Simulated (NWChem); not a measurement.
System: CH, doublet; SMILES [CH]

Input file for NWChem:

```
start job
memory heap 200 mb stack 700 mb global 900 mb
geometry units angstroms noautosym nocenter noautoz
  C      0.000000     0.000000    -0.161964
  H      0.000000     0.000000     0.957360
end
basis spherical
  C library def2-tzvp
  H library def2-tzvp
end
dft
  odft
  mult 2
  xc b3lyp
  iterations 150
end
property
  hyperfine
end
task dft property
```

NWChem printed, in part:

```
             Northwest Computational Chemistry Package (NWChem) 7.3.0
             --------------------------------------------------------

                             Geometry "geometry" -> ""
                             -------------------------

 Output coordinates in angstroms (scale by  1.889725989 to convert to a.u.)

  No.       Tag          Charge          X              Y              Z
 ---- ---------------- ---------- -------------- -------------- --------------
    1 C                    6.0000     0.00000000     0.00000000    -0.16196400
    2 H                    1.0000     0.00000000     0.00000000     0.95736000

 Effective nuclear repulsion energy (a.u.)       2.8365902044

                              NWChem Property Module
                              ----------------------

  itol2e modified to match energy
  convergence criterion.

                                 NWChem DFT Module
                                 -----------------

 Summary of "ao basis" -> "ao basis" (spherical)
 ------------------------------------------------------------------------------
       Tag                 Description            Shells   Functions and Types
 ---------------- ------------------------------  ------  ---------------------
 C                         def2-tzvp                11       31   5s3p2d1f
 H                         def2-tzvp                 4        6   3s1p

  itol2e modified to match energy
  convergence criterion.

            General Information
            -------------------
          SCF calculation type: DFT
          Wavefunction type:  spin polarized.
          No. of atoms     :     2
          No. of electrons :     7
           Alpha electrons :     4
            Beta electrons :     3
          Charge           :     0
          Spin multiplicity:     2
          Use of symmetry is: off; symmetry adaption is: off
          Maximum number of iterations: 150
          AO basis - number of functions:    37
                     number of shells:    15
          Convergence on energy requested:  1.00D-07
          Convergence on density requested:  1.00D-05
          Convergence on gradient requested:  5.00D-04

              XC Information
              --------------
                         B3LYP Method XC Potential
                     Hartree-Fock (Exact) Exchange  0.200
                        Slater Exchange Functional  0.800 local
                    Becke 1988 Exchange Functional  0.720 non-local
              Lee-Yang-Parr Correlation Functional  0.810
                  VWN I RPA Correlation Functional  0.190 local

[...]

          ----------------------
          Hyperfine Interactions
          ----------------------

 Total Spin Density (Fermi Contact Term)
 ------------------ --------------------
     Atom            x         y         z       Density (a.u.)      Aiso(MHz)     Aiso(Gauss)
     1  13-C      0.00000   0.00000  -0.30607       0.039532         44.441916      15.857954
     2   1-H      0.00000   0.00000   1.80915      -0.009908        -44.287875     -15.802988

           -------------------------------------------
           Anisotropic Interaction (Spin-Dipolar Term)
           -------------------------------------------

 ------------------------------------------------------------
     Atom            x         y         z
 ------------------------------------------------------------
     1  13-C      0.00000   0.00000  -0.30607

   Spin-Dipolar term (a.u.)
        xx             yy             zz             xy             xz             yz
 ------------------------------------------------------------------------------------------
      -0.581343       1.243996      -0.662653      -0.479294       0.000000      -0.000000

   Principal Comp. of -hf- tensor (au)            Anisotropic -hfcc- (MHz)               Anisotropic -hfcc- (Gauss)
 --------------------------------------------------------------------------------------------------------------------------
     -0.699541     1.362195    -0.662653     -93.871745   182.793511   -88.921766     -33.495716    65.225160   -31.729444

   Orientation of the principal axis of Hyperfine Tensor w.r.t absolute (molecular) frame
 --------------------------------------------------------------------------------------------------------------------------
      0.970912    -0.239436    -0.000000
      0.239436     0.970912    -0.000000
      0.000000    -0.000000     1.000000

 ------------------------------------------------------------
     Atom            x         y         z
 ------------------------------------------------------------
     2   1-H      0.00000   0.00000   1.80915

   Spin-Dipolar term (a.u.)
        xx             yy             zz             xy             xz             yz
 ------------------------------------------------------------------------------------------
      -0.070700      -0.003568       0.074268      -0.017628       0.000000      -0.000000

   Principal Comp. of -hf- tensor (au)            Anisotropic -hfcc- (MHz)               Anisotropic -hfcc- (Gauss)
 --------------------------------------------------------------------------------------------------------------------------
     -0.075048     0.000779     0.074268     -40.041774     0.415897    39.625877     -14.287877     0.148402    14.139475

   Orientation of the principal axis of Hyperfine Tensor w.r.t absolute (molecular) frame
 --------------------------------------------------------------------------------------------------------------------------
      0.970912    -0.239436     0.000000
      0.239436     0.970912    -0.000000
     -0.000000     0.000000     1.000000
```

Level: B3LYP/def2-TZVP, spin-unrestricted, contact and dipolar terms. The state is orbitally degenerate and is run as one real component. All runs use the structure optimised with PBE0/def2-SVP, spin-unrestricted. No stability test was run on the SCF state.
